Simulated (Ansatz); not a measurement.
Consider the formal loss of a carbene: `C[Si]N` → `[CH2]` (triplet) + `N[SiH]`.

Program: Ansatz. Geometries: PBE0-D4/def2-TZVP. ΔE: electronic, gas phase. CCSD(T)/CBS is the MP2 limit (def2-TZVPP, def2-QZVPP) plus CCSD(T) − MP2 in def2-TZVPP, frozen cores. This one scheme is used for every species. Functionals use def2-TZVPP. HSE06 is defined as in plane-wave codes. Triplets are unrestricted, without spin–orbit coupling. Each species was taken in one conformer, which may not be the lowest.

```json
{"level": "PBE-D4", "ΔE (kcal/mol)": "115.8", "difference from CCSD(T)/CBS": "1.7"}
{"level": "r2SCAN-D4", "ΔE (kcal/mol)": "109.4", "difference from CCSD(T)/CBS": "-4.7"}
{"level": "B97M-V", "ΔE (kcal/mol)": "113.9", "difference from CCSD(T)/CBS": "-0.2"}
{"level": "PBE0-D4", "ΔE (kcal/mol)": "113.6", "difference from CCSD(T)/CBS": "-0.5"}
{"level": "HSE06-D4", "ΔE (kcal/mol)": "113.7", "difference from CCSD(T)/CBS": "-0.4"}
{"level": "BHLYP-D4", "ΔE (kcal/mol)": "109.2", "difference from CCSD(T)/CBS": "-4.9"}
{"level": "PBE-QIDH", "ΔE (kcal/mol)": "113.2", "difference from CCSD(T)/CBS": "-0.9"}
{"level": "revPBE", "ΔE (kcal/mol)": "108.3", "difference from CCSD(T)/CBS": "-5.8"}
{"level": "r2SCAN", "ΔE (kcal/mol)": "109.1", "difference from CCSD(T)/CBS": "-5.0"}
{"level": "BHLYP", "ΔE (kcal/mol)": "107.4", "difference from CCSD(T)/CBS": "-6.7"}
{"level": "HF/def2-SVP", "ΔE (kcal/mol)": "77.6", "difference from CCSD(T)/CBS": "-36.5"}
{"level": "MP2/def2-TZVPP", "ΔE (kcal/mol)": "114.6", "difference from CCSD(T)/CBS": "0.5"}
{"level": "HF/def2-QZVPP", "ΔE (kcal/mol)": "77.6", "difference from CCSD(T)/CBS": "-36.5"}
{"level": "MP2/def2-QZVPP", "ΔE (kcal/mol)": "116.6", "difference from CCSD(T)/CBS": "2.5"}
{"level": "SCS-MP2/def2-QZVPP", "ΔE (kcal/mol)": "116.2", "difference from CCSD(T)/CBS": "2.1"}
{"level": "HF/CBS(def2)", "ΔE (kcal/mol)": "77.6", "difference from CCSD(T)/CBS": "-36.5"}
{"level": "CCSD(T)/CBS", "ΔE (kcal/mol)": "114.1", "difference from CCSD(T)/CBS": "0"}
```

Largest T1 diagnostic among the species: 0.015.

From BLYP to BHLYP (50 % exact exchange), in def2-TZVPP and without D4, ΔE moves by −1.6 kcal/mol. Leaving LDA and LC-ωPBE aside and taking each functional with its dispersion term where it has one, the values, not all of them listed here, spread over 7.8 kcal/mol, from r2SCAN0-D4 to ωB97X-V. LDA lies +17.2 kcal/mol from PBE without D4. The D4 term adds +2.3 kcal/mol with B3LYP and +1.2 kcal/mol with PBE0; it sums over pairs of atoms, weighted by their polarisabilities, and B3LYP, whose exchange is more repulsive, gets the larger term.

B3LYP here is the variant with VWN-RPA as its local correlation; programs differ in this.
